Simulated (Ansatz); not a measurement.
Barrier H + H2O (SMILES O) via H3O, on the benchmark's geometries as Psi4's copy gives them; open shells unrestricted, no zero-point energy, no spin–orbit coupling.
Transition structure (charge 0, multiplicity 2):
```xyz
4

O     -0.301    -0.108     0.000
H     -0.428     0.852     0.000
H      1.015    -0.100     0.000
H      1.821     0.113     0.000
```

Programs: Ansatz (a program for electronic structure) with Gaussian orbitals. 

The barrier height (kcal/mol) and the share of exact exchange:

| functional | exact exchange (%) | value |
|---|---|---|
| PBE/def2-TZVPPD | 0 | 13.56 |
| PBE0/def2-TZVPPD | 25 | 17.23 |
| BLYP/def2-TZVPPD | 0 | 10.28 |
| B3LYP/def2-TZVPPD | 20 | 13.28 |
| BHLYP/def2-TZVPPD | 50 | 16.31 |
| r2SCAN/def2-TZVPPD | 0 | 12.53 |

Question: Take the value as linear in the share of exact exchange along PBE and PBE0. Give the slope, say whether the sign turns, and set the other functionals against that line.

Answer: 
Slope: (17.23 − (13.56))/2.5 = 1.47 kcal/mol for each 10 %. The line keeps its sign from 0 to 100 %. At 50 % it gives 20.9 kcal/mol. The LYP pair gives (16.31 − (10.28))/5 = 1.20 for each 10 %. BHLYP, at 50 %, lies -4.6 from the PBE line. B3LYP, at 20 %, lies -3.2 from the PBE line. r2SCAN, with none, stands -1.0 from PBE.
